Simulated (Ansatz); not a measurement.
Chalcopyrite CdGeAs₂

These are PBE-D3(BJ) in Ansatz (PAW) values and carry that method's errors.

Numerical settings: plane-wave cutoff 500 eV, 10×10×10 k mesh, Fermi–Dirac smearing 0.05 eV, scalar-relativistic PAW data made under PBE.

Cell: relaxed at this level.

For chalcopyrite CdGeAs₂, the volume per atom comes out as 25.19 Å³/atom and the equilibrium lattice constant a is 5.974 Å. The lattice parameter c is 11.295 Å and the band gap is none.

Measured, for comparison: band gap 0.57 eV (temperature not stated, not corrected to a static lattice, direct; as tabulated in Rashkeev et al. (1999), arXiv:cond-mat/9809378); lattice constant a 5.943 Å, lattice parameter c 11.216 Å (298 K, not corrected to a static lattice; as tabulated in Abstract on Scilit: Piezoelectric nonlinear optic CuGaSe2 and CdGeAs2: Crystal …). Computed (rounded) less measured: lattice constant a +0.5 %, lattice parameter c +0.7 %.

Spin–orbit coupling is not included.

Computed values are for the static lattice.

Ansatz is a quantum-chemistry and plane-wave program.
